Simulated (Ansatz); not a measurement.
Geometry optimisation, RKS PBE0/def2-SVP (Ansatz).

input.yaml

```yaml
crystal:
  periodic: [false, false, false]
  atoms:
    - { symbol: B, position_ang: [0.149418, 0.01733, 0.267764] }
    - { symbol: C, position_ang: [0.044248, 0.201387, 1.840579] }
    - { symbol: H, position_ang: [-0.953067, -0.050312, 2.231552] }
    - { symbol: H, position_ang: [0.812982, -0.37738, 2.374928] }
    - { symbol: H, position_ang: [0.211313, 1.265819, 2.093336] }
    - { symbol: O, position_ang: [1.362906, -0.235935, -0.281963] }
    - { symbol: H, position_ang: [1.336183, -0.240934, -1.241671] }
    - { symbol: H, position_ang: [-0.813208, 0.175011, -0.460183] }
    - { symbol: H, position_ang: [-0.423666, -2.28984, 0.555337] }
    - { symbol: H, position_ang: [-0.365909, -1.989045, 1.203321] }
basis:
  gaussian: { orbitals: def2-SVP }
hamiltonian:
  xc: pbe0
relax:
  f_tol: 0.03
  max_steps: 50
```

Run as:

```bash
$ ansatz run input.yaml --threads 1 --pin off --max-ram 2048MiB --backend cpu --events-out ev --progress --plain --runs-dir out
```

Problem. Where does it end, and by what steps?

Solution. The forces met the threshold. The force dipped under the threshold on the way, but the program's further checks kept it going. After 13 steps the energy has fallen by 0.204 eV; H9 moved furthest, 1.00 Å.

| step | energy less start (eV) | largest force component (eV/Å) | accepted |
| --- | --- | --- | --- |
| 0 | 0.0000 | 1.605 | yes |
| 1 | -0.1233 | 0.182 | yes |
| 2 | -0.1660 | 0.094 | yes |
| 3 | -0.1664 | 0.807 | yes |
| 4 | -0.1915 | 0.269 | yes |
| 5 | -0.1867 | 0.655 | no |
| 6 | -0.1981 | 0.070 | yes |
| 7 | -0.2004 | 0.161 | yes |
| 8 | -0.2018 | 0.106 | yes |
| 9 | -0.2027 | 0.030 | yes |
| 10 | -0.2031 | 0.052 | yes |
| 11 | -0.2032 | 0.058 | yes |
| 12 | -0.2034 | 0.038 | yes |
| 13 | -0.2035 | 0.023 | yes |

```xyz
10
Properties=species:S:1:pos:R:3
B 0.268 0.285 0.304
C 0.163 0.460 1.855
H -0.678 -0.130 2.255
H 1.083 0.183 2.389
H -0.078 1.511 2.091
O 1.442 -0.102 -0.247
H 1.397 -0.179 -1.205
H -0.683 0.505 -0.427
H -0.854 -3.187 0.447
H -0.699 -2.870 1.121
```

Time of the run: 28 s on 1 thread of Arm Neoverse V2 (shared host), peak memory 0.13 GiB.
